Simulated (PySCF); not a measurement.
## Trend along the third period: MS molecules

CCSD(T) with triple-zeta basis sets in PySCF, for the lowest determinant that a PBE0 search found; no spin–orbit coupling. De refers to high-spin ground-configuration atoms.

| M | basis | reference, frozen orbitals | state (unpaired electrons) | Re (Å) | ωe (cm⁻¹) | De (eV) |
| --- | --- | --- | --- | --- | --- | --- |
| Na | def2-TZVPP | UHF, 6 | doublet (π ↑) | 2.487 | 331 | 2.41 |
| Mg | def2-TZVPP | RHF, 6 | singlet (closed shell) | 2.163 | 518 | 1.92 |
| Al | x2c-TZVPPall | UHF, 10 | doublet (σ ↑) | 2.046 | 613 | 3.95 |
| Si | x2c-TZVPPall | RHF, 10 | singlet (closed shell) | 1.944 | 743 | 6.02 |
| P | def2-TZVPP | ROHF, 10 | doublet (π ↑) | 1.912 | 734 | 4.10 |
| S | x2c-TZVPPall | ROHF, 10 | triplet (π ↑↑) | 1.905 | 718 | 4.12 |

The shortest bond is that of S2 (1.905 Å), the longest that of NaS (2.487 Å). SiS is bound most strongly (6.02 eV) and MgS least (1.92 eV).

The rows differ in basis set, which adds steps of its own.

The state changes along the series, so neighbouring rows are not always alike in their bonding.

Correlated steps freeze the inner cores (6 to 10 orbitals); shallow outer-core shells are correlated. UHF and ROHF references stand side by side, which adds small steps between rows. Where the molecule has an RHF reference, its open-shell atoms are computed with UHF. The CCSD T1 diagnostic is raised in MgS, SiS, a sign that a single reference may not be enough there. States were picked by a PBE0 search and need not be the measured ground states.
